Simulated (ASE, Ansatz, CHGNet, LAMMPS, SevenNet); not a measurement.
**fcc Ag, elastic constant C11**

Reference value: 131 GPa (measured, 0 K, low-temperature values given for 0 K; zero-point effects included; as tabulated in Li et al. (2021), arXiv:2102.01972).

```tsv
level (code)	value (GPa)	cell (Å³/atom)	difference (%)
EAM u3 (LAMMPS)	129	17.10	-1.5
EMT (ASE)	126	16.77	-3.8
CHGNet-r²SCAN (CHGNet)	129	17.36	-1.5
SevenNet-l3i5 (SevenNet)	111	18.07	-15.3
LDA (Ansatz)	169	16.01	+29
PBE (Ansatz)	111	17.84	-15.3
PBEsol (Ansatz)	145	16.66	+10.7
r²SCAN (Ansatz)	124	17.28	-5.3
HSE06 (Ansatz)	103	17.73	-21
```

Leaving aside EAM u3, EMT, which can be fitted to such values or carry a doubt: Nearest, and too close to rank with a margin of 5.0 % (twice that across the reference) picked here for doubts on the reference and the settings, and for temperature and zero-point motion: CHGNet-r²SCAN (-1.5 %), r²SCAN (-5.3 %), PBEsol (+10.7 %). LDA (+29 %) lies farthest from it. Within 10 %: CHGNet-r²SCAN, r²SCAN.

The reference has no zero-point or thermal correction, while the calculations are for a static lattice, so the differences are not the levels' errors alone.  HSE06: hybrids on metals are sensitive to the k mesh. Each level is taken at its own relaxed cell. Cutoffs and k meshes differ between the levels. Ansatz's density-functional and Hartree–Fock values are scalar-relativistic unless marked +SOC, with PAW data made under PBE.

Empirical potentials (EAM u3, EMT) are fitted to chosen data, which need not cover the solid at hand: agreement can be built in, and what lay outside the fit can be far off. Machine-learned potentials (CHGNet-r²SCAN, SevenNet-l3i5) are trained on DFT data, which may include these solids.

Differences are worked out from the printed values.

Ansatz is a first-principles code.
